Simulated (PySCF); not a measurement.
Species: C4H4F2.
Numbering: `[F:1][CH2:2][C:3]#[C:4][CH2:5][F:6]` (hydrogens: H7, H8 on C2; H9, H10 on C5)

Method: PySCF 2.14.0, PBE0-D3(BJ)/def2-SVP geometry optimisation, gas phase; density fitting, grid level 1; the optimiser is geomeTRIC in internal coordinates, started from a GFN2-xTB structure with every atom displaced at random (about 0.01 Å).

Step 0: E = -9626.8290 eV
```
atom  x, y, z in Å  |  force x, y, z in eV/Å
F1     -2.5498   -0.8413    0.8100   -0.117   0.210  -0.159
C2     -2.0424   -0.0368   -0.1945   -0.329  -0.479   0.756
C3     -0.6146    0.0352   -0.0973    4.766   0.223   0.697
C4      0.6256    0.0726    0.0786   -5.607  -0.121  -0.783
C5      2.0330    0.0929    0.1794    1.549  -0.120   0.506
F6      2.6253   -0.5592   -0.8623    0.255  -0.259  -0.315
H7     -2.3202   -0.4869   -1.1474   -0.216   0.025  -0.490
H8     -2.4680    0.9697   -0.0935   -0.237   0.125  -0.098
H9      2.3572   -0.3963    1.1300   -0.110   0.249  -0.258
H10     2.4044    1.1293    0.1759    0.045   0.148   0.145
```

**Question.** Estimate the geometry and energy of step 1. (The exact step hangs on the optimiser's Hessian estimate; all steps are aligned on step 0, rigid shifts and turns removed.)

**Answer.** E = -9626.9149 eV, largest force 0.898 eV/Å
```
atom  x, y, z in Å  |  force x, y, z in eV/Å
F1     -2.6742   -0.8259    0.7878   -0.024  -0.081   0.113
C2     -2.0426   -0.0477   -0.1437   -0.106  -0.007   0.209
C3     -0.6021    0.0072    0.0558    0.378  -0.044  -0.813
C4      0.6086    0.0564   -0.0614   -0.289  -0.134   0.819
C5      2.0516    0.0930    0.1402    0.028   0.078  -0.228
F6      2.7377   -0.5538   -0.8516    0.004  -0.051  -0.018
H7     -2.2444   -0.4747   -1.1444    0.031   0.154   0.033
H8     -2.4669    0.9698   -0.0851   -0.030  -0.002  -0.112
H9      2.2849   -0.3854    1.1101   -0.022   0.063  -0.066
H10     2.3978    1.1402    0.1712    0.029   0.024   0.064
```

The energy changes by -0.0859 eV. The first-order estimate −F·Δx gives -0.4628 eV and the mean of the old and new forces, exact on a quadratic surface, -0.1314 eV. The step makes an angle of 78° with the force vector and moves no atom by more than 0.156 Å.

What follows is the cost of the whole optimisation. Time: 22 s; peak memory 0.41 GiB. Hardware: one thread, Arm Neoverse V1 (aarch64), no GPU, shared host.
